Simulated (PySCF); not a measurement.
A barrier at the coupled-cluster level

Start structure (BH2ClO, closed shell), relaxed at PBE0-D4/def2-TZVP:

B1  (-0.123, 0.211, -0.343)
Cl2  (0.863, 1.437, 0.460)
O3  (-0.295, -1.001, 0.200)
H4  (0.160, -1.120, 1.040)
H5  (-0.640, 0.472, -1.382)
(Å)

The step: BH₂ClO ([OH][BH][Cl]) → BHO ([BH][O]) + HCl; bonds formed: Cl2–H4; bonds broken: B1–Cl2, O3–H4. Program: PySCF 2.14 with density fitting (its default auxiliary sets; JK sets also for MP2 and CCSD(T)). Basis: def2-TZVPP and def2-QZVPP. Cores are frozen in the correlated methods. Extrapolation: Hartree–Fock as exp(−7.88 √X), correlation as X^−2.97. Energies below are by CCSD(T) at an estimated basis limit (MP2 extrapolated from triple and quadruple zeta, plus CCSD(T) − MP2 in triple zeta).

Question: What are the electronic barrier and the energy of the step, from the start structure to the end structure? (Judge from chemistry; the value comes from the calculation.)

Answer: The calculation gives: Barrier 2.220 eV; step energy 1.270 eV (uphill); reverse barrier, their difference, 0.950 eV. Barrier and step energy count from the start structure, the reverse barrier from the end structure.

The saddle point: One imaginary mode of 1209i cm⁻¹.
| pair | start (Å) | saddle (Å) | end (Å) |
| --- | --- | --- | --- |
| Cl2–H4 | 2.71 | 1.49 | 1.29 |
| B1–Cl2 | 1.77 | 2.28 | 4.39 |
| O3–H4 | 0.96 | 1.35 | 1.92 |

Zero-point energy (harmonic, PBE0-D4): ZPE is 0.788 eV at the start and 0.579 eV at the saddle, so the barrier goes from 2.220 to 2.010 eV.

First-order rate constant out of the start structure at 898 K by transition-state theory, with harmonic vibrational free energies alone and no tunnelling: ΔA‡ = 2.000 eV, so k = (kB T/h) exp(−ΔA‡/kB T) ≈ 10^2 s⁻¹ (an order of magnitude at best: rotation, the number of equivalent paths and anharmonicity are left out).

No T1 diagnostic of these runs exceeds 0.018.

Labels in which every atom is bracketed show which atoms are joined, not bond orders.

For scale, one of the runs: CCSD(T)/def2-TZVPP, 132 basis functions, launched by `OMP_NUM_THREADS=4 python run.py`. The run took 57 s on 4 CPU threads of an Arm Neoverse V1 (shared host), with 0.72 GiB of host memory at its peak.
